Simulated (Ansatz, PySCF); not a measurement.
Molecule: C$_{2}$H$_{5}$S, net charge 0, doublet state. It need not be the lowest isomer of its formula. SMILES: [CH2]SC
Geometry from a B3LYP-D3(BJ)/def2-TZVP (Ansatz, a first-principles code) optimisation:
```xyz
8

C      0.0677     1.3368    -0.5808
S     -0.2035     0.1104     0.5694
C      0.2434    -1.3727    -0.3665
H      0.5526     1.1278    -1.5216
H     -0.1516     2.3506    -0.2860
H      0.1127    -2.2243     0.2986
H     -0.4080    -1.4849    -1.2322
H      1.2839    -1.3204    -0.6851
```
Charge 0, spin multiplicity 2.


Property: enthalpy of formation at 298 K (from the atomisation energy, B3LYP-D3(BJ)/def2-TZVP harmonic zero-point and thermal terms from PySCF, and the atoms' enthalpies of formation in the G2/97 table; no spin-orbit terms, and no core term in the frozen-core levels), in kcal/mol. Cores are frozen in the correlated levels unless marked. Open shells are spin-unrestricted. No spin-orbit coupling. Non-relativistic. The coupled-cluster limit lacks core correlation, which all-electron functionals hold. CBS(X,Y): correlation extrapolated as X^-3; Hartree-Fock from the larger set. The bracket is a focal-point correction in the basis named.

```csv
level,program,enthalpy of formation at 298 K (kcal/mol),minus last row
revPBE-D4/def2-TZVPD,Ansatz + dftd4,30.2,-2.5
BHLYP/def2-TZVPD,Ansatz,50.9,18.2
LC-wPBE-D3(BJ)/def2-TZVPD,Ansatz + dftd3,31.4,-1.3
MP2/STO-3G,Ansatz,23.5,-9.2
SCS-MP2/6-31G,Ansatz,152.0,119.3
CCSD(T)/STO-3G,Ansatz,9.1,-23.6
"RI-MP2/CBS(cc-pV(T+d)Z,cc-pV(Q+d)Z)+[CCSD(T)-MP2]/cc-pV(T+d)Z",Ansatz,32.7,0.0
```
